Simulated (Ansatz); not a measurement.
# C2H5N: the cost of one run

All numbers below are computed with Ansatz 0.2.0 (RKS PBE-D4/def2-TZVP).

## Step 1: Starting point

Bond lengths: C1–N2 1.250 Å, N2–C3 1.439 Å, C1–H4 1.097 Å, C1–H5 1.080 Å, C3–H6 1.093 Å, C3–H7 1.093 Å, C3–H8 1.089 Å. Angles: C1–N2–C3 120.3°, N2–C1–H4 125.1°, N2–C1–H5 118.2°, H4–C1–H5 116.7°, N2–C3–H6 111.5°, N2–C3–H7 111.2°, N2–C3–H8 108.0°, H6–C3–H7 107.9°, H6–C3–H8 109.2°, H7–C3–H8 109.1°.

Structure file:

```xyz
8

C    -0.7150    0.6928   -0.8400
N     0.3913    0.5885   -0.2666
C     0.6331   -0.4911    0.6530
H    -1.5640    0.0120   -0.7028
H    -0.8585    1.5141   -1.5269
H    -0.0824   -0.4808    1.4791
H     0.5554   -1.4599    0.1537
H     1.6402   -0.3756    1.0505
```

## Step 2: Relaxing end A

The input, input.yaml:

```yaml
crystal:
  periodic: [false, false, false]
  atoms:
    - { symbol: C, position_ang: [-0.71505, 0.69282, -0.84004] }
    - { symbol: "N", position_ang: [0.39126, 0.58853, -0.26661] }
    - { symbol: C, position_ang: [0.63312, -0.49115, 0.65298] }
    - { symbol: H, position_ang: [-1.56403, 0.01197, -0.70283] }
    - { symbol: H, position_ang: [-0.85854, 1.51411, -1.52685] }
    - { symbol: H, position_ang: [-0.08237, -0.4808, 1.47911] }
    - { symbol: H, position_ang: [0.55539, -1.45991, 0.15374] }
    - { symbol: H, position_ang: [1.64023, -0.37558, 1.0505] }
basis:
  gaussian: { orbitals: def2-TZVP }
hamiltonian:
  xc: pbe
  dispersion: d4
relax:
  f_tol: 0.02
  max_steps: 50
```

Command:

```console
ansatz run input.yaml --threads 2 --pin off --max-ram 3072MiB --backend cpu --events-out ev --progress --plain --runs-dir out
```

Q: Estimate wall time and peak memory on 2 threads of AMD EPYC 7R13 (Zen 3), shared host.

About 12 s, with a peak of 0.18 GiB.
